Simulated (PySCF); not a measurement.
**Core-level binding energies of difluoroborane**

Species: difluoroborane, BF₂H.
Bonds: F1–B2, B2–F3. Hydrogens: H4 on B2.

Theory: delta-SCF UKS SCAN, pcX-2 on the ionised atom, pcseg-1 elsewhere, spin-free X2C (PySCF 2.14.0). Binding energies are ΔSCF values: E(core-ionised, relaxed orbitals) − E(ground state) at a fixed geometry, referred to the vacuum level.

Q: Give the core binding energies atom by atom.

A: 
```json
{"atom(s)": "F1/F3", "bonded to": "B", "level": "F 1s", "binding energy (eV)": "694.20", "count": "2"}
{"atom(s)": "B2", "bonded to": "2 F and H", "level": "B 1s", "binding energy (eV)": "200.59", "count": "1"}
```

Q: Which effective nuclear charge Zeff reproduces each element's mean 1s value in the hydrogen-like formula E = 13.606 eV × Zeff²?

A: B (Z = 5): mean 200.6 eV, Zeff = 3.84, Z − Zeff = 1.16; F (Z = 9): mean 694.2 eV, Zeff = 7.14, Z − Zeff = 1.86. Means run over the listed sites, weighted by atom count.

Q: Which photon energy gives electrons from F 1s of F1/F3 a kinetic energy of 20 eV, and what is their de Broglie wavelength?

A: hν = 694.20 + 20 = 714.20 eV, recoil neglected; λ = 12.264 Å/√(E/eV) = 2.74 Å.

The first atom of each set that the bonding makes equivalent was ionised and stands for the set. Isolated species at its PBE0-D3(BJ)/def2-SVP geometry, gas phase.
